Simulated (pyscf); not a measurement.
Single points on ωB97X-D3(BJ)/def2-SVP structures (PySCF, gas phase). Correlated levels are frozen-core, on RHF or UHF. ΔMP2 is the change of the MP2 total energy from the triple- to the quadruple-zeta basis.

SMILES: [F][GaH][SH]
```xyz
5

F      1.4726    -1.3622    -0.0650
Ga     0.0941    -0.5855    -0.8279
S     -0.2750     1.4294    -0.0849
H     -0.7009    -1.3595    -1.9053
H      0.7652     1.3795     0.7716
```
Charge 0, spin multiplicity 1.

Q: How much does it cost (ΔH, 298 K, CCSD(T)/def2-TZVPP + ΔMP2(QZVPP)) to split `[F][GaH][SH]` at its F–Ga bond into F• + [HS–GaH]•?

A: F–Ga to F• + [HS–GaH]•: 555.9 kJ/mol. The radicals are drawn with the spin at the cut bond; how far it spreads was not checked. Other isomers of [HS–GaH]• were not searched in full and may lie lower. The CCSD(T) − MP2 part came from Ansatz, without density fitting, on the same reference. The frozen core leaves the outer d or s,p core shells of the metals and heavy elements correlated in the MP2 and CC values, and def2-TZVPP describes them poorly, which can shift differences by a few kcal/mol. Left out: the spin-orbit lowering of F. Elements up to Kr have no core potential and no relativistic terms here.
